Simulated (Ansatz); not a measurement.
# CoO (Fm-3m)

These are results of DFT PBEsol, scalar-relativistic, plane waves, PAW in Ansatz, not measurements.

Cutoff 420 eV; k points 20×20×20 on the computed 2-atom cell (Γ-centred); Gaussian smearing, width 0.10 eV; collinear spin from starting moments 2.57 0.32 μB.

The structure is relaxed at this level of theory with its symmetry kept.

Symmetry: Fm-3m, No. 225, cubic system. The conventional cell has a = 4.167 Å, b = 4.167 Å, c = 4.167 Å, α = 90.00°, β = 90.00°, γ = 90.00°. Co (site symmetry m-3m) is surrounded by 6 O at 2.08 Å. Around O (site symmetry m-3m) lie 6 Co at 2.08 Å.

| Property | Result |
| --- | --- |
| Volume per atom | 9.05 Å³ |
| Formation energy from the elements' standard states (uncorrected) | -0.504 eV/atom |
| Kohn–Sham band gap | none (metal) |
| Density of states at the Fermi level | 3.68 states/eV per cell |
| Löwdin character within 0.5 eV of the Fermi level | Co 3d 87 %, O 2p 12 % |
| Bulk modulus | 171 GPa |
| Its pressure derivative | 2.6 |
| Bader charges (e) | Co (1 in the cell) 1.20, O (1 in the cell) -1.20 |
| Total moment | 2.75 μB per cell |
| Site moments (μB; atoms counted from 1 over the whole cell) | Co (atom 1) 2.34, O (atom 2) 0.29 |

Only this magnetic start was tried.